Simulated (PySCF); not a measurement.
Species: thiohydroxylamine, H₃NS.
Z-matrix (Å and degrees, PBE0-D3(BJ)/def2-SVP geometry), rows numbered from 1:
```
N 
S   1  1.7137
H   1  1.0167  2  110.80
H   1  1.0167  2  110.77  3  -121.60
H   2  1.3560  1   97.78  3  -119.22
```

All values: CAM-B3LYP/def2-SVPD (PySCF, non-relativistic), on one gas-phase PBE0-D3(BJ)/def2-SVP geometry that isn't relaxed in the solvent. The solvent is an IEF-PCM continuum (Bondi radii, 1.10 Å for H, scaled by 1.2), and excitations are vertical TDDFT with non-equilibrium linear response and a frozen core. The model holds no explicit solvent molecules, cavitation or dispersion.

```csv
run,E − E(gas) (kJ/mol),HOMO (eV),HOMO–LUMO gap (eV),dipole (D),lowest singlet (eV),static polarisability (au)
gas,0.00,-8.50,9.09,1.04,5.25,32.4
P,-8.82,-8.50,9.19,1.16,5.29,36.9
Q,-18.83,-8.53,9.30,1.31,5.37,43.2
```

**Question.** The runs were made in acetone and benzene. Which run belongs to which solvent?

**Answer.** P = benzene, Q = acetone. The dielectric constants are 2.271 (benzene), 20.49 (acetone), and the energy falls further as ε rises. The optical constants n² used for the excitations are 2.25, 1.85 in the same order. In this model the ground state sees the solvent through ε alone.

**Question.** How constant is the ratio of the lowering to (ε − 1)/(2ε + 1)?

**Answer.** 
```json
{"solvent": "benzene", "(ε − 1)/(2ε + 1)": "0.229", "E − E(gas) (kJ/mol)": "-8.82", "ratio (kJ/mol)": "-38.5", "polarisation term (kJ/mol)": "-9.32"}
{"solvent": "acetone", "(ε − 1)/(2ε + 1)": "0.464", "E − E(gas) (kJ/mol)": "-18.83", "ratio (kJ/mol)": "-40.6", "polarisation term (kJ/mol)": "-21.12"}
```

The ratio changes by +5.4 % in size from benzene to acetone. The polarisation term is half the interaction of the solute with the induced surface charges.
